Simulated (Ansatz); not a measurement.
For Rh (model structure, started from the beta-Sn type, I4₁/amd, No. 141, 2 atoms in the cell), PBE in Ansatz (plane waves, PAW) gives:

| Quantity | Result |
|---|---|
| lattice constant a | 4.791 Å |
| c axis length | 2.723 Å |

Problem. What does r²SCAN (Ansatz, a quantum-chemistry and plane-wave program, PAW) give for the same quantities?

Solution. 
- lattice constant a: 4.749 Å (decreases by 0.9 %)
- lattice parameter c: 2.705 Å (falls by 0.7 %)

Changes are worked out from the printed values.

Unless a cell is named, each level is at its own relaxed cell (PBE 15.62, r²SCAN 15.25 Å³/atom).

The crystal itself was run without spin with PBE, r²SCAN; a magnetic state was not tried in these runs.

Ansatz's density-functional and Hartree–Fock values are scalar-relativistic unless marked +SOC, with PAW data made under PBE.

A model structure was made by putting elements into a prototype or built by hand; it is no filed structure, need not be a known phase, and can be a saddle point held by its symmetry.
